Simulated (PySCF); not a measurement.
Compound: CH5B.
Geometry (GFN2-xTB, Å), atoms numbered from 1 in this order:
```xyz
7
CH5B angstrom
B      0.895    0.097    0.000
C     -0.658   -0.103   -0.012
H      1.628   -0.807   -0.115
H      1.330    1.176    0.128
H     -1.092    0.274    0.915
H     -0.989   -1.129   -0.141
H     -1.111    0.497   -0.801
```

The closed-shell SCF was solved with PySCF and density fitting under several settings on one GFN2-xTB geometry (grid level 2 and gas phase unless stated).

```
           settings  basis functions  SCF cycles    E (Eh)  HOMO (eV)  LUMO (eV)  dipole (D)
      PBE0/pcSseg-1               59          10  -65.8333      -9.12      -1.27        0.58
CAM-B3LYP/def2-SVPD               80          10  -65.8417     -10.60      -0.16        0.58
```

Q: Estimate the rows for these settings: (1) B3LYP/aug-pcSseg-1, IEF-PCM dichloromethane; (2) PBE0/def2-TZVPP, IEF-PCM dimethylsulfoxide, fitting basis def2-universal-jkfit.

A: 
```csv
settings,basis functions,SCF cycles,E (Eh),HOMO (eV),LUMO (eV),dipole (D)
"B3LYP/aug-pcSseg-1, IEF-PCM dichloromethane",97,11,-65.9427,-8.89,-1.48,0.70
"PBE0/def2-TZVPP, IEF-PCM dimethylsulfoxide, fitting basis def2-universal-jkfit",132,8,-65.8680,-9.07,-1.20,0.77
```

Q: Over all rows, what range does the HOMO–LUMO gap span?

A: From 7.41 eV (B3LYP/aug-pcSseg-1, IEF-PCM dichloromethane) to 10.44 eV (CAM-B3LYP/def2-SVPD). The functional of the narrowest has 20 % exact exchange, that of the widest range-separated exact exchange.

Q: And the dipole moment?

A: From 0.58 D to 0.77 D; the largest is 1.33 times the smallest, and the median is 0.64 D.

Cycle counts include a coarse-grid stage where the run had one. The species at its GFN2-xTB geometry.
